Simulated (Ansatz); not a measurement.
Ansatz (a first-principles code) input (CAM-B3LYP/def2-TZVPD):

Ansatz 0.2 input:
```yaml
crystal:
  periodic: [false, false, false]
  atoms:
    - {symbol: C, position_ang: [1.01507197, -0.58561759, 0.00621102]}
    - {symbol: C, position_ang: [2.42102843, -0.10465548, 0.00237052]}
    - {symbol: C, position_ang: [0.03438900, 0.59146367, -0.00567664]}
    - {symbol: H, position_ang: [0.81158166, -1.19058228, 0.89273520]}
    - {symbol: H, position_ang: [0.81257307, -1.20754575, -0.86872628]}
    - {symbol: Cl, position_ang: [-1.68292060, 0.01861049, -0.00112644]}
    - {symbol: H, position_ang: [2.92912026, 0.11926184, -0.92547672]}
    - {symbol: H, position_ang: [2.92807801, 0.13709513, 0.92630458]}
    - {symbol: H, position_ang: [0.15218135, 1.21766313, 0.87507589]}
    - {symbol: H, position_ang: [0.15317941, 1.20058596, -0.89819258]}
basis:
  gaussian:
    orbitals: def2-TZVPD
hamiltonian:
  xc: {name: CAM-B3LYP}
magnetization: {spin_polarized: true, initial_magnetization: 1}
output: {forces: true}
```

End of the output:

```
mean field -15730.04196397 eV, -578.0683799707 hartree, gradient 7.4e-5 eV, S^2 0.754276; 0 other end points of the search recorded, 0 dependent functions left out
the calculation of the forces begins
reference -15730.04211061 eV, -578.0683853594 hartree; 21, 20 occupied and 190, 191 virtual orbitals, 1124 factors
Total energy: -15730.04211061 eV, -578.0683853594 hartree
Atom 0 at     1.015072    -0.585618     0.006211 Å, force    -0.080600     0.118685    -0.001188 eV/Å
Atom 1 at     2.421028    -0.104655     0.002371 Å, force    -0.050857    -0.009826     0.000066 eV/Å
Atom 2 at     0.034389     0.591464    -0.005677 Å, force    -0.134981    -0.169131     0.001553 eV/Å
Atom 3 at     0.811582    -1.190582     0.892735 Å, force     0.014927     0.018668    -0.031131 eV/Å
Atom 4 at     0.812573    -1.207546    -0.868726 Å, force     0.014892     0.019264     0.030782 eV/Å
Atom 5 at    -1.682921     0.018610    -0.001126 Å, force     0.275791     0.084397    -0.000658 eV/Å
Atom 6 at     2.929120     0.119262    -0.925477 Å, force    -0.009587    -0.009752     0.011493 eV/Å
Atom 7 at     2.928078     0.137095     0.926305 Å, force    -0.009574    -0.009971    -0.011314 eV/Å
Atom 8 at     0.152181     1.217663     0.875076 Å, force    -0.009990    -0.021429    -0.026978 eV/Å
Atom 9 at     0.153179     1.200586    -0.898193 Å, force    -0.010021    -0.020906     0.027375 eV/Å
Dipole moment:     0.416033     0.102970    -0.000757 e Å
```

It need not be the lowest isomer of its formula.
